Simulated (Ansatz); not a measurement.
Reaction (isomerisation): `CO/C(S)=C/N` → `CN1CSC1O`

Gas-phase electronic energies from Ansatz, PBE0-D4/def2-TZVP geometries. CBS: MP2 limit from def2 TZ/QZ plus the TZ coupled-cluster correction, frozen cores. DFT in def2-TZVPP. Each species was taken in one conformer, which may not be the lowest.

`CO/C(S)=C/N`:

Cartesian coordinates in Å:
```
C 0.871 -1.783 -0.953
O 0.725 -0.384 -1.092
C -0.139 0.191 -0.203
S -1.849 -0.244 -0.266
C 0.317 1.105 0.663
N -0.443 1.938 1.450
H 1.552 -2.109 -1.740
H 1.294 -2.035 0.027
H -0.090 -2.293 -1.070
H -2.186 0.464 -1.363
H 1.388 1.274 0.694
H -1.413 1.670 1.526
H -0.027 2.206 2.327
```

`CN1CSC1O`:

Cartesian coordinates in Å:
```
C 1.077 -0.726 0.743
N -0.052 -0.357 -0.074
C -1.336 -0.165 0.579
S -1.785 1.181 -0.562
C 0.028 0.888 -0.803
O 0.510 0.790 -2.082
H 0.919 -1.721 1.165
H 1.254 -0.021 1.572
H 1.973 -0.764 0.121
H -1.254 0.199 1.611
H -1.995 -1.035 0.546
H 0.620 1.672 -0.315
H 0.042 0.057 -2.501
```

| level | ΔE (kcal/mol) |
| --- | --- |
| r2SCAN-D4 | -1.6 |
| ωB97X-V | -5.4 |
| r2SCAN | -1.6 |
| SCS-MP2/def2-QZVPP | -4.9 |

Question: What does CCSD(T)/CBS give? (Estimate.)

Answer: Computed: -4.3 kcal/mol. The listed levels differ from it by 2.7, -1.1, 2.7, -0.6 kcal/mol.

Largest T1 diagnostic among the species: 0.012.

From PBE to PBE0 (25 % exact exchange), in def2-TZVPP and without D4, ΔE moves by −2.3 kcal/mol. In def2-TZVPP, CCSD(T) changes the Hartree–Fock value by −3.3 kcal/mol (the triples alone add +0.1 kcal/mol) and MP2 by −4.5 kcal/mol.
